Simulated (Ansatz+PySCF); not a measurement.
# triplet B₂: levels of theory in one basis

```xyz
2

B     0.0000    0.0000   -0.7590
B     0.0000    0.0000    0.7590
```

Basis set: cc-pVTZ (spherical functions). Left uncorrelated: 2 orbitals. Correlation on ROHF uses semicanonical orbitals with singles. Charge 0, multiplicity 3.

Computed with Ansatz (development build ahead of 0.2.0); each method stands on the lowest determinant of its kind that the runs found.

```tsv
method	E − E(ROHF) (eV)	<S²> of the determinant
ROHF	0.00	2.00
UHF	-1.50	2.92
ROHF-MP2	-3.00	–
UHF-MP2	-4.11	2.92
UHF-CCSD	-4.96	2.92
UHF-CCSD(T)	-5.21	2.92
```

Problem. Is a single determinant a sound starting point here?

Solution. It is doubtful. Unrestricted orbitals lower Hartree–Fock by 1.50 eV and <S²> is 2.92 where a pure state has 2.00, a sign of strong static correlation.

Caution: the determinant breaks the point group. Caution for ROHF, ROHF-MP2: an unrestricted determinant lies well below. Caution for UHF, UHF-MP2, UHF-CCSD, UHF-CCSD(T): the unrestricted determinant is a mixture of spin states. Caution for ROHF-MP2, UHF-MP2: forces differ strongly between restricted and unrestricted references. Caution for ROHF-MP2, UHF-CCSD(T): another reference gives a lower total. Caution for UHF-MP2, UHF-CCSD, UHF-CCSD(T): large share of triples, a single reference is doubtful.
